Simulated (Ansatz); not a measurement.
**Relaxing Tl2Cr**

These are results of Ansatz 0.2.0, DFT PBE, scalar-relativistic, plane waves, PAW, not measurements. Cutoff 420 eV, Γ-centred k mesh, Gaussian smearing, collinear spin, first started from parallel moments.

This is the end of a relaxation of cell and atoms.

```xyz
3
Lattice="5.2989 0.0000 0.0000 -2.6494 4.5889 0.0000 0.0000 0.0000 3.2042" Properties=species:S:1:pos:R:3 pbc="T T T"
Cr    0.0000    0.0000    0.0000
Tl    0.0000    3.0593    1.6021
Tl    2.6494    1.5296    1.6021
```

Energies over the elements count from the elements' standard structures at the same level, with no empirical corrections.

**Question.** What space group does it have?

**Answer.** P6/mmm (No. 191). Conventional cell: a = 5.299 Å, c = 3.204 Å. Cr has 2 Cr at 3.20 Å and 12 Tl at 3.45 Å; Tl has 5 Tl at 3.06–3.20 Å and 6 Cr at 3.45 Å.

**Question.** What is its formation energy per atom?

**Answer.** 0.68 eV/atom.

**Question.** Is it a metal?

**Answer.** Yes, bands cross the Fermi level on the 12×12×14 mesh.

**Question.** What net moment does it keep?

**Answer.** 1.49 μB per atom, with site moments up to 4.23 μB.

The final run used a 12×12×14 mesh on its 3-atom cell and 0.10 eV smearing. The k mesh leaves about 4 meV/atom of noise in metals. Spin–orbit coupling is left out. The cell came from a trial start, so Tl2Cr may not exist in this structure.

Cost: 4 runs of about 4.8 core-minutes in all, on Arm Neoverse V1 (shared hosts).